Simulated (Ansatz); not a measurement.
What does this script print? It uses Ansatz 0.2.0 through its Python package.

The script, `h4p_cas.py`:
```python
"""Static correlation in H4P(+): natural occupations of an active space."""

import ansatz as az

mol = (
    az.Crystal.molecule()
    .atom("P", (0.0, 0.0, 0.0))
    .atom("H", (-0.7562, -0.8877, -0.7944))
    .atom("H", (0.3454, -0.6322, 1.2132))
    .atom("H", (-0.7639, 1.1547, 0.2722))
    .atom("H", (1.1747, 0.3653, -0.691))
)

base = (
    mol.calculation()
    .basis(gaussian="6-31G*")
    .charge(1)
    .correlation(active_electrons=2, active_orbitals=2)
)
for method in [None, "sc_nevpt2", "fic_mrcisd_q"]:
    rep = (base if method is None else base.correlation(method)).run(threads=1).report
    space = rep["configurations"]
    state = space["states"][0]
    print(method or "casscf", f"total {rep['free_energy_ev'] / 27.211386246:.6f} Ha, active-space state {state['energy']['hartree']:.6f} Ha, mean field {rep['reference_energy_ev'] / 27.211386246:.6f} Ha")
    print("  determinants", state["n_determinants"], " natural occupations", [round(n, 3) for n in space["natural_occupations"]])
```

```console
$ python h4p_cas.py
casscf total -342.774710 Ha, active-space state -342.774710 Ha, mean field -342.759626 Ha
  determinants 4  natural occupations [1.98, 0.02]
sc_nevpt2 total -342.861597 Ha, active-space state -342.774704 Ha, mean field -342.759626 Ha
  determinants 4  natural occupations [1.98, 0.02]
RunWarning: the results are in doubt because another end's mean lies 0.000 eV lower, and its corrected mean 0.000 eV higher
fic_mrcisd_q total -342.889307 Ha, active-space state -342.774704 Ha, mean field -342.759626 Ha
  determinants 4  natural occupations [1.98, 0.02]
```
(Warnings from the package without file and line.)

Total energies depend on the basis set; only differences at equal settings carry meaning. The geometry is a force-field or estimated start, not a minimum of this method, and the basis set is short of its limit. The active space starts as a window about the frontier orbitals and is then optimised, not chosen by chemistry. A lower CASSCF solution was found and passed over, so the printed active-space state isn't the lowest. Hardware and time: 1.1 s on 1 thread of INTEL(R) XEON(R) PLATINUM 8581C CPU @ 2.10GHz (Emerald Rapids), with other jobs on the host, peak memory 0.15 GiB.

(Lines on the test bed's own set-up are left out of the output.)
